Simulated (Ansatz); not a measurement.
The input, for Ansatz 0.2.0:

```yaml
crystal:
  periodic: [false, false, false]
  atoms:
    - {symbol: Al, position_ang: [0.000000, -0.116423, 0.037409]}
    - {symbol: H, position_ang: [0.000000, 2.067104, -2.271681]}
    - {symbol: H, position_ang: [0.000000, 1.049418, 1.270289]}
basis:
  gaussian: {orbitals: cc-pVDZ}
total_charge: -1
correlation: {method: fic_mrcisd_q, electrons: outside_noble_gas, active_space: {window: {electrons: 2, orbitals: 2}, places: [1, 2]}}
scf: {lower_state_search: off}
```

```sh
$ ansatz run in.yaml --threads 1 --pin off --events-out ev --progress --plain --max-ram 2393MiB
```

One thing in this input was set wrong on purpose, beside settings that are merely unusual. What is the gravest fault, and what does the program do?

Two definitions of the active space. How the run ends: refused.
```
Error: invalid value for `correlation.active_space`: name one of window, places and ras
```
